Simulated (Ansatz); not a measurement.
**How far each method lies from UCCSDT(Q) for H₂Ge–AsH, triplet**

Geometry: displaced at random from a stationary point.

```xyz
5

Ge    0.0834   -0.0594    1.2087
As   -0.0815    0.0617   -1.2001
H    -1.2494    0.6553    1.7719
H     1.3228    0.6000    1.7901
H    -0.0248   -1.5616   -1.4656
```

Basis cc-pVDZ; Ansatz 0.2.0. Correlated methods freeze the noble-gas cores and the filled d shells of p-block atoms, which leaves 12 electrons in 41 orbitals. Prefix R: restricted or restricted open-shell reference; prefix U: unrestricted. No spin–orbit coupling is included, and no scalar relativity.

Full CI isn't at hand for all of this; UCCSDT(Q) serves as the reference, and is uncertain by the last step of the cluster series or more. The frozen core follows each run's orbitals, which can shift R against U totals by a few meV for light atoms and by up to 0.1 eV past Ca.

- UHF ⟨S²⟩: 2.017
- T1 diagnostic (RCCSD): 0.0217
- largest doubles amplitude (RCCSD): 0.056
- T1 diagnostic (UCCSD): 0.0170

```csv
level,E − E(UHF) (eV)
UMP2,-4.6619
UCCSD,-5.7464
UCCSD(T),-5.9087
```

Estimate how far UCCSDT(Q) in cc-pVDZ lies from UCCSD(T). The table doesn't fix it; the size of (T) and the diagnostics are the guide.

UCCSDT(Q) in cc-pVDZ lies 42 meV below UCCSD(T), which is 26 % of the (T) step (-162 meV). The diagnostics give no warning, yet the rest is a sizeable part of (T).

The other levels:

| level | E − E(UCCSDT(Q)) (meV) | wall time |
| --- | --- | --- |
| UCCSDT | 8 | – |

Run but not shown, since their state, orbitals or frozen core can't be matched to the reference's or they repeat it: RHF, RMP2, CISD, RCCSD, RCCSD(T), BCCD(T), RCCSDT, RCCSDT(Q).
